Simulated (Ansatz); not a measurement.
Rock-salt HfC, treated with LDA (Ansatz, a quantum-chemistry and plane-wave program, plane waves, PAW).

Numerical settings: plane-wave cutoff 500 eV, 14×14×14 k mesh, Fermi–Dirac smearing 0.05 eV, scalar-relativistic PAW data made under PBE.

Computed at the level's own relaxed cell.

### Question
Give the computed volume per atom and equilibrium lattice constant a.

### Answer

* **volume per atom**: 11.95 Å³/atom
* **equilibrium lattice constant a**: 4.572 Å

Measured, for comparison: equilibrium volume per atom 12.47 Å³/atom, lattice constant a 4.638 Å (temperature not stated, no zero-point or thermal correction; as tabulated in Zhang et al. (2018), doi:10.1088/1367-2630/aac7f0). Computed (rounded) less measured: equilibrium volume per atom -4.2 %, lattice constant a -1.4 %. A static lattice is as a rule a little smaller and stiffer than an uncorrected measurement, which narrows the difference in the lattice constant a and would widen misses of the other sign.

Spin–orbit coupling is not included.

Computed values are for the static lattice.

It cost very roughly 23 core-seconds of CPU time.
